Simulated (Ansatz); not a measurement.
BN2⁺. Charge 1, multiplicity 1. Geometry r2SCAN-D4/def2-TZVP, that of the neutral doublet.

```xyz
3

B     0.409   -0.723    0.114
N    -0.016    0.371   -0.678
N    -0.393    0.353    0.565
```

The restricted singlet is unstable towards broken spin symmetry in Hartree–Fock (as tested in another run); at PBE-D4/def2-TZVP, r2SCAN-D4/def2-TZVP, PBE0-D4/def2-TZVP this wasn't settled. At PBE-D4/def2-TZVP an occupied level of the charge 1 singlet lies above an empty one (by up to 0.41 eV), so this SCF solution is probably not the lowest. At PBE0-D4/def2-TZVP a triplet of charge 1 lies 0.94 eV below the restricted singlet at the same geometry. The structure comes from a short search, and lower isomers may exist.

Q: Estimate the orbital energies around the gap (eV) in Ansatz with PBE-D4/def2-TZVP, r2SCAN-D4/def2-TZVP, PBE0-D4/def2-TZVP.

A: 
| orbital | PBE-D4/def2-TZVP | r2SCAN-D4/def2-TZVP | PBE0-D4/def2-TZVP |
| --- | --- | --- | --- |
| HOMO−5 | -36.41 | -37.64 | -39.28 |
| HOMO−4 | -23.98 | -24.72 | -26.07 |
| HOMO−3 | -21.50 | -21.93 | -23.17 |
| HOMO−2 | -19.84 | -20.01 | -20.96 |
| HOMO−1 | -18.04 | -18.32 | -19.55 |
| HOMO | -14.75 | -14.95 | -16.15 |
| LUMO | -15.16 | -14.82 | -14.15 |
| LUMO+1 | -12.03 | -11.68 | -10.40 |
| LUMO+2 | -10.35 | -9.72 | -9.13 |
| LUMO+3 | -6.01 | -5.46 | -5.02 |
| LUMO+4 | -3.99 | -2.89 | -3.26 |
| LUMO+5 | -3.55 | -2.58 | -2.80 |
